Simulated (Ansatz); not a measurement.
**CH₂ClF: ionisation energy by level of theory**

Aim: the vertical ionisation energy of CH₂ClF, as cation minus neutral at the neutral's geometry, on several levels, and how well −ε(HOMO) stands in for it.

Program: Ansatz 0.2.0, Gaussian basis. Level of theory: unrestricted cation, the program's frozen cores in correlated methods. These are calculated values, not measurements.

Plan: UKS PBE-D4/def2-TZVPP; UKS r2SCAN-D4/def2-TZVPP; UKS PBE0-D4/def2-TZVPP; UKS B3LYP-D4/def2-TZVPP; UKS wB97X-V/def2-TZVPP; UKS wB97M-V/def2-TZVPP; UKS B2PLYP/def2-TZVPP; UHF-CCSD(T)/def2-TZVPP; UHF-MP2/def2-QZVPP; extrapolation to the limit; then −ε(HOMO) from the neutral's earlier runs with LDA (SPW92), PBE-D4, revPBE-D4, BLYP-D4, r2SCAN-D4, B97M-V, PBE0-D4, B3LYP-D4, r2SCANh-D4, r2SCAN0-D4, HSE06-D4, BHLYP-D4, CAM-B3LYP-D4, LC-ωPBE, ωB97X-V, ωB97M-V.

## 1. The geometry

An earlier PBE0-D4 in a triple-zeta def2 set relaxation fixed the geometry.

5 atoms, charge 0, spin multiplicity 1.

Atoms are counted from 1 here; the program's logs count them from 0.

Bond lengths: F1–C2 1.355 Å, C2–Cl3 1.766 Å, C2–H4 1.089 Å, C2–H5 1.089 Å. Angles: F1–C2–Cl3 110.5°, F1–C2–H4 109.3°, F1–C2–H5 109.3°, Cl3–C2–H4 107.8°, Cl3–C2–H5 107.8°, H4–C2–H5 112.3°.

## 2. Cation, UKS PBE-D4/def2-TZVPP

in.yaml

```yaml
crystal:
  periodic: [false, false, false]
  atoms:
    - {symbol: F, position_ang: [-0.961009, 0.545405, 0.757837]}
    - {symbol: C, position_ang: [0.093432, 0.074628, 0.049805]}
    - {symbol: Cl, position_ang: [-0.411882, -1.247859, -1.006489]}
    - {symbol: H, position_ang: [0.841965, -0.316888, 0.737580]}
    - {symbol: H, position_ang: [0.487493, 0.871114, -0.580232]}
basis:
  gaussian: {orbitals: def2-TZVPP}
total_charge: 1
magnetization: {spin_polarized: true, initial_magnetization: 1}
hamiltonian: {xc: pbe, dispersion: d4}
```

Run with:

```bash
$ ansatz run in.yaml --threads 4 --pin off --events-out ev --progress --plain --max-ram 10444MiB
```

The runs that follow: Cation, UKS r2SCAN-D4/def2-TZVPP; Cation, UKS PBE0-D4/def2-TZVPP; Cation, UKS B3LYP-D4/def2-TZVPP; Cation, UKS wB97X-V/def2-TZVPP; Cation, UKS wB97M-V/def2-TZVPP; Cation, UKS B2PLYP (frozen core)/def2-TZVPP; Cation, UHF-CCSD(T)/def2-TZVPP; Cation, UHF-MP2/def2-QZVPP.

Q: Predict the results of all the runs planned. Wanted: ionisation energy, CCSD(T)/CBS; nearest functional by difference; nearest −ε(HOMO); −ε(HOMO) of PBE; T1 of the cation.

The runs gave:

```
                        quantity               value
  ionisation energy, CCSD(T)/CBS            11.91 eV
nearest functional by difference  ωB97X-V (-0.21 eV)
                nearest −ε(HOMO)  LC-ωPBE (-0.21 eV)
                 −ε(HOMO) of PBE             7.34 eV
                T1 of the cation               0.026
```

**Reading.** By cation minus neutral, the functionals miss by 0.70 eV at most. The PBE orbital energy is 4.6 eV too small: a semilocal HOMO is no ionisation energy. Among orbital estimates LC-ωPBE comes nearest. Hartree-Fock falls 1.12 eV short, as the neutral has more correlation energy than the cation. The cation may have settled in a state other than its lowest; no search over hole states beyond the program's own was made.
